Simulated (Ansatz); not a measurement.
# Group exchange: CH4O + C3H7NO → H3NO + C4H8O

Species: CH4O (methanol) `CO`, singlet; C3H7NO `CCC(N)=O`, singlet; H3NO (hydroxylamine) `NO`, singlet; C4H8O (2-butanone) `CCC(C)=O`, singlet. The partners trade CH3 for NH2: O–CH3 and C–NH2 bonds give way to O–NH2 and C–CH3.

Shapes, held fixed at every level: PBE0-D4/def2-TZVP. Flexible molecules stand in one conformer, not always the lowest. Programs: Ansatz 0.2.0. Electronic energies: no zero-point or thermal term.

```
               level                    kind  ΔE (kJ/mol)  less CCSD(T)/CBS estimate  CPU time (sum over the molecules)
       HF/def2-TZVPP            Hartree–Fock       +198.1                      +16.1                                  –
   PBE-D4/def2-TZVPP                     GGA       +181.0                       -1.0                               32 s
  wB97M-V/def2-TZVPP  range-separated hybrid       +183.3                       +1.3                            1.8 min
   B2PLYP/def2-TZVPP           double hybrid       +187.8                       +5.8                               53 s
      MP2/def2-TZVPP     perturbation theory       +190.8                       +8.8                                  –
  CCSD(T)/def2-TZVPP   coupled cluster or CI       +180.3                       -1.7                             27 min
CCSD(T)/CBS estimate   coupled cluster or CI       +182.0                        0.0                             35 min
```

The highest level, CCSD(T)/CBS estimate, gives ΔE = +182.0 kJ/mol; the levels span +180.3 to +198.1. The column of differences is taken from that level and isn't an error. No measured value is set beside it here. The CBS estimate extrapolates MP2 from def2-TZVPP and def2-QZVPP and adds CCSD(T) − MP2 in the triple-zeta set, cores frozen. Times are processor times on shared x86 and Arm servers, and rough.
